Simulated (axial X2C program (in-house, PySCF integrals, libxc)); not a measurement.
Photoelectron levels of AlF by EOM-IP-CCSD

Calculated with an in-house all-electron X2C program for linear molecules (integrals from PySCF): two-component X2C with atomic mean-field Coulomb and Gaunt terms, Gaussian nuclei, basis Al dyall-v3z, F dyall-av3z with contracted cores.

R = 1.930 Å (1.150 times 1.678 Å, the PBE0 minimum at charge 0 for the lowest determinant).

Vertical ionisation energies of AlF to the states of AlF⁺:

```
Ω of AlF⁺  vertical IE (eV)  above lowest (cm⁻¹)                  ionised spinor  one-hole weight
      1/2            10.220                    0  60% Al sσ, 17% Al pσ, 17% F pσ             0.96
      3/2            13.026                22633                        95% F pπ             0.91
      1/2            13.060                22910                        95% F pπ             0.91
      1/2            14.618                35475             81% F pσ, 15% Al sσ             0.91
```

Question: What is the splitting of the first π pair in the table, and is it regular or inverted?

Answer: E(3/2) − E(1/2) = 22633 − 22910 = -277 cm⁻¹ at EOM-IP-CCSD: inverted, Ω = 3/2 lower. Splittings at this level can be off by ten to twenty per cent.

This point took 8.1 s on 1 thread of Intel(R) Xeon(R) Processor @ 2.30GHz, with other jobs on the host.

Reference electrons by ω block (each with its −ω partner): 1/2: 9, 3/2: 2. 10 electrons of AlF correlated (inner shells frozen), 94 natural virtual spinors (a truncated set); levels can be off by some tenths of an eV. Roots sought by Ω: (1/2: 4, 3/2: 3, 5/2: 1); rows need 60 % one-particle weight and stop where some Ω has no more roots. Missing are any skipped roots, higher Ω and states of a further excitation; these come out far too high here and may in truth be low or lowest. T1 of the reference 0.017 (Lee–Taylor). Number of frozen shells: Al 2 s, 1 p; F 1 s.
